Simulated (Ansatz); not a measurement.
# H₂S (triplet): wave-function methods side by side at distance H1–H2 along a hydrogen transfer = 1.343 Å, 6-31G

Aim: climb from Hartree-Fock through coupled cluster and multireference methods for H₂S (triplet) at one geometry and basis, and see what each rung misses.

Computed with Ansatz 0.2.0, Gaussian basis. Level: 6-31G, core rule «outside noble gas», up to 5 orbitals frozen.

To be run: UHF; CCSD(T) on ROHF; CCSD(T) on UHF; BCCD(T) on ROHF; CISD; CCSDT(Q) on ROHF; CCSDT(Q) on UHF; CISDTQ; CCSDTQ on ROHF; CCSDTQ on UHF; CASSCF and MRCISD+Q, 4 electrons in 4 orbitals; CASSCF and NEVPT2, 4 electrons in 4 orbitals; CASSCF and MRCISD+Q, 8 electrons in 6 orbitals; CASSCF and NEVPT4(SD), 8 electrons in 6 orbitals; CASSCF and NEVPT2, 8 electrons in 6 orbitals; Full CI.

7 further runs of the same task are left out: 6 that didn't finish, 1 set aside as unsound or not needed.

## Step 1: The geometry

The geometry derives from fragments relaxed apart (PBE0/def2-TZVP) and kept rigid, so it is no stationary point. A hydrogen atom is moved between rigid fragments.

3 atoms, charge 0, spin multiplicity 3.

Atoms are counted from 1 here; the program's logs count them from 0.

Bond lengths: H2–S3 1.380 Å.

## Step 2: UHF

Contents of in.yaml:

```yaml
crystal:
  periodic: [false, false, false]
  atoms:
    - {symbol: H, position_ang: [0.000000, 0.000000, -1.355333]}
    - {symbol: H, position_ang: [0.000000, 0.000000, -0.012333]}
    - {symbol: S, position_ang: [0.000000, 0.000000, 1.367667]}
basis:
  gaussian: {orbitals: 6-31G}
magnetization: {spin_polarized: true, initial_magnetization: 2}
hamiltonian: {xc: hf}
output: {orbitals: {seedname: orbitals}}
```

Started as:

```bash
> ansatz run in.yaml --threads 1 --pin off --events-out ev --progress --plain --max-ram 2393MiB
```

Further steps of the session: CCSD(T) on ROHF; CCSD(T) on UHF; BCCD(T) on ROHF; CISD; CCSDT(Q) on ROHF; CCSDT(Q) on UHF; CISDTQ; CCSDTQ on ROHF; CCSDTQ on UHF; CASSCF and MRCISD+Q, 4 electrons in 4 orbitals; CASSCF and NEVPT2, 4 electrons in 4 orbitals; CASSCF and MRCISD+Q, 8 electrons in 6 orbitals; CASSCF and NEVPT4(SD), 8 electrons in 6 orbitals; CASSCF and NEVPT2, 8 electrons in 6 orbitals; Full CI.

Q: Predict the results of all the runs planned. Wanted: FCI below the RHF energy; RMP2 from FCI; UMP2 from FCI; RCCSD from FCI; RCCSD(T) from FCI; UCCSD(T) from FCI; RCCSDT(Q) from FCI; UCCSDT(Q) from FCI; NEVPT2 pair from FCI.

The runs gave:

| quantity | value |
| --- | --- |
| FCI below the RHF energy | -1.5107 eV |
| RMP2 from FCI | +8.63 kcal/mol |
| UMP2 from FCI | +8.11 kcal/mol |
| RCCSD from FCI | +0.38 kcal/mol |
| RCCSD(T) from FCI | +0.11 kcal/mol |
| UCCSD(T) from FCI | +0.10 kcal/mol |
| RCCSDT(Q) from FCI | +0.01 kcal/mol |
| UCCSDT(Q) from FCI | 0.00 kcal/mol |
| NEVPT2 pair from FCI | +4.50 kcal/mol |
| MRCISD+Q pair from FCI | +0.26 kcal/mol |
| NEVPT2 valence from FCI | +5.61 kcal/mol |
| levels within 1 kcal/mol (43 meV) | RCCSD, UCCSD, RCCSD(T), UCCSD(T), BCCD(T), RCCSDT, UCCSDT, CISDTQ, RCCSDT(Q), UCCSDT(Q), RCCSDTQ, UCCSDTQ, MRCISD pair, MRCISD+Q pair, NEVPT4(SD) valence, MRCISD valence, MRCISD+Q valence |
| T1 diagnostic | 0.023 |
| effectively unpaired electrons | 2.01 |

RCCSD(T) lands +0.11 kcal/mol from the yardstick (0.3 % of the correlation energy). One determinant dominates. Of the multireference levels listed MRCISD+Q valence comes nearest in total energy (+0.21 kcal/mol), which doesn't show that its space is the better one. These misses are within one basis, not against nature; the frozen cores of restricted and unrestricted runs differ, which can shift their rows.
